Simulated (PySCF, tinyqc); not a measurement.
CCSD on RHF in the sto-3g basis, for CH2, spin multiplicity 1, step by step. The lowest restricted solution is unstable here: a spin-polarised one lies 0.0504 hartree lower (PySCF). One step of it, computed by the program tinyqc.

Problem. CCSD: starting amplitudes. t_ij^ab = <ij||ab> / (e_i + e_j - e_a - e_b), whose energy is MP2.

orbital energies (hartree): [-10.971739, -0.829402, -0.565279, -0.265513, 0.240357, 0.644701, 0.873149]

Two-electron integrals over orbitals (pq|rs), unique and non-zero (hartree):
```
(11|11) 3.505817    (21|11) -0.292503   (21|21) 0.038860    (22|11) 0.719893
(22|21) -0.007471   (22|22) 0.548043    (31|11) -0.003167   (31|21) 0.000313
(31|22) -0.000485   (31|31) 0.007787    (32|11) -0.000126   (32|21) -0.000243
(32|22) -0.004328   (32|31) 0.014254    (32|32) 0.153216    (33|11) 0.625043
(33|21) -0.002889   (33|22) 0.524169    (33|31) 0.000266    (33|32) 0.003005
(33|33) 0.540390    (41|11) 0.139669    (41|21) -0.015158   (41|22) 0.014277
(41|31) -0.000200   (41|32) 0.000030    (41|33) 0.005781    (41|41) 0.025780
(42|11) -0.056910   (42|21) 0.006746    (42|22) 0.030397    (42|31) 0.000069
(42|32) 0.000044    (42|33) 0.017647    (42|41) 0.016230    (42|42) 0.074905
(43|11) -0.001717   (43|21) 0.000129    (43|22) -0.000295   (43|31) -0.002355
(43|32) 0.014161    (43|33) 0.000414    (43|41) 0.000201    (43|42) 0.000727
(43|43) 0.027530    (44|11) 0.829762    (44|21) -0.013264   (44|22) 0.512063
(44|31) -0.000096   (44|32) -0.000069   (44|33) 0.482809    (44|41) -0.013133
(44|42) -0.074707   (44|43) -0.001595   (44|44) 0.689522    (51|51) 0.021764
(52|51) 0.023561    (52|52) 0.090186    (53|51) 0.000271    (53|52) 0.000730
(53|53) 0.021574    (54|51) -0.011308   (54|52) -0.032655   (54|53) -0.000454
(54|54) 0.048288    (55|11) 0.851974    (55|21) -0.009464   (55|22) 0.547197
(55|31) -0.000094   (55|32) -0.000139   (55|33) 0.496490    (55|41) 0.003986
(55|42) -0.030270   (55|43) -0.000950   (55|44) 0.592422    (55|55) 0.672833
(61|11) -0.246397   (61|21) 0.034723    (61|22) -0.002006   (61|31) 0.000836
(61|32) 0.000775    (61|33) -0.000902   (61|41) -0.005515   (61|42) 0.012774
(61|43) 0.000018    (61|44) -0.017094   (61|55) -0.006339   (61|61) 0.034406
(62|11) 0.243809    (62|21) -0.006591   (62|22) 0.072278    (62|31) 0.000277
(62|32) 0.001578    (62|33) 0.019537    (62|41) 0.013232    (62|42) 0.005783
(62|43) -0.000922   (62|44) 0.088416    (62|55) 0.121998    (62|61) -0.001058
(62|62) 0.096977    (63|11) 0.012928    (63|21) -0.000298   (63|22) 0.005537
(63|31) 0.000642    (63|32) -0.077978   (63|33) 0.000020    (63|41) 0.000115
(63|42) -0.001532   (63|43) -0.019356   (63|44) 0.006235    (63|55) 0.006694
(63|61) -0.000205   (63|62) 0.004706    (63|63) 0.088822    (64|11) 0.076075
(64|21) 0.001425    (64|22) 0.033840    (64|31) -0.000278   (64|32) -0.002223
(64|33) 0.008249    (64|41) 0.008641    (64|42) 0.018436    (64|43) 0.000632
(64|44) 0.029398    (64|55) 0.033334    (64|61) 0.005065    (64|62) 0.044214
(64|63) 0.002924    (64|64) 0.029445    (65|51) 0.018681    (65|52) 0.061370
(65|53) 0.001446    (65|54) -0.015106   (65|65) 0.049676    (66|11) 0.680835
(66|21) -0.006198   (66|22) 0.533638    (66|31) 0.000640    (66|32) 0.008459
(66|33) 0.520756    (66|41) 0.021055    (66|42) 0.056619    (66|43) 0.002300
(66|44) 0.460894    (66|55) 0.503846    (66|61) 0.002521    (66|62) 0.044020
(66|63) -0.005035   (66|64) 0.028535    (66|66) 0.567045    (71|11) 0.009802
(71|21) -0.001566   (71|22) -0.000520   (71|31) 0.013816    (71|32) 0.022402
(71|33) 0.000530    (71|41) 0.000232    (71|42) -0.000420   (71|43) -0.004549
(71|44) 0.000649    (71|55) 0.000229    (71|61) -0.000507   (71|62) 0.000632
(71|63) 0.001231    (71|64) -0.000674   (71|66) 0.001106    (71|71) 0.024814
(72|11) -0.012168   (72|21) 0.000241    (72|22) -0.002990   (72|31) 0.008655
(72|32) -0.003934   (72|33) -0.001042   (72|41) -0.000455   (72|42) 0.000736
(72|43) -0.025454   (72|44) -0.004799   (72|55) -0.005859   (72|61) 0.000661
(72|62) -0.003043   (72|63) 0.047379    (72|64) -0.002062   (72|66) -0.003454
(72|71) 0.014312    (72|72) 0.052244    (73|11) 0.255933    (73|21) -0.006486
(73|22) 0.057357    (73|31) 0.000062    (73|32) 0.003125    (73|33) 0.034819
(73|41) -0.001333   (73|42) -0.045480   (73|43) -0.000561   (73|44) 0.129241
(73|55) 0.123999    (73|61) -0.006815   (73|62) 0.075939    (73|63) 0.002680
(73|64) 0.024710    (73|66) 0.006243    (73|71) 0.000449    (73|72) -0.005097
(73|73) 0.112858    (74|11) -0.002188   (74|21) 0.000041    (74|22) 0.000551
(74|31) -0.008059   (74|32) -0.061743   (74|33) -0.001779   (74|41) -0.000361
(74|42) -0.001137   (74|43) 0.016071    (74|44) -0.000549   (74|55) -0.000769
(74|61) -0.000701   (74|62) -0.002269   (74|63) 0.032274    (74|64) 0.000933
(74|66) -0.004387   (74|71) -0.013778   (74|72) -0.008916   (74|73) -0.002041
(74|74) 0.052546    (75|51) -0.000761   (75|52) -0.002682   (75|53) 0.018802
(75|54) 0.000683    (75|65) -0.001123   (75|75) 0.022335    (76|11) 0.002162
(76|21) -0.000257   (76|22) -0.003852   (76|31) 0.010230    (76|32) 0.122161
(76|33) 0.003296    (76|41) -0.000703   (76|42) -0.002499   (76|43) 0.023216
(76|44) 0.002382    (76|55) 0.000451    (76|61) 0.000196    (76|62) -0.000145
(76|63) -0.085123   (76|64) -0.002700   (76|66) 0.007033    (76|71) 0.016427
(76|72) -0.027153   (76|73) 0.004915    (76|74) -0.046276   (76|76) 0.122571
(77|11) 0.782468    (77|21) -0.010577   (77|22) 0.530282    (77|31) -0.000874
(77|32) -0.009582   (77|33) 0.539780    (77|41) 0.002869    (77|42) -0.009826
(77|43) -0.002089   (77|44) 0.542333    (77|55) 0.539177    (77|61) -0.009208
(77|62) 0.038938    (77|63) 0.009707    (77|64) 0.009314    (77|66) 0.525807
(77|71) -0.000861   (77|72) -0.000099   (77|73) 0.069160    (77|74) 0.003233
(77|76) -0.007393   (77|77) 0.583659
```

Give: Starting amplitudes; correlation energy.

Solution.

Starting amplitudes (spin orbitals 1a, 1b, ...; amplitudes related by a flip of all spins are not repeated; the 24 largest):
```
from      to        t
4a 4b  5a 5b  -0.0477
2a 2b  5a 5b  -0.0422
3a 3b  7a 7b  -0.0392
3a 3b  6a 6b  -0.0367
2a 2b  6a 6b  -0.0329
2a 3b  6a 7b  -0.0261
4a 4b  7a 7b  -0.0231
2a 4b  5a 5b   0.0207
2a 4b  6a 6b  -0.0185
2a 3b  6b 7a   0.0163
4a 4b  6a 6b  -0.0162
2a 2b  7a 7b  -0.0153
3a 4b  6a 7b  -0.0137
3a 3b  5a 5b  -0.0134
3a 4b  6b 7a   0.0105
2a 3a  6a 7a  -0.0098
3a 4a  6a 7a  -0.0032
2a 4b  7a 7b   0.0031
1a 2b  5a 5b  -0.0019
2a 3b  6a 6b  -0.0018
2a 3b  7a 7b   0.0016
1a 1b  6a 6b  -0.0015
3a 4b  6a 6b  -0.0014
1a 4b  7a 7b   0.0011
```

correlation energy = -0.030685 hartree
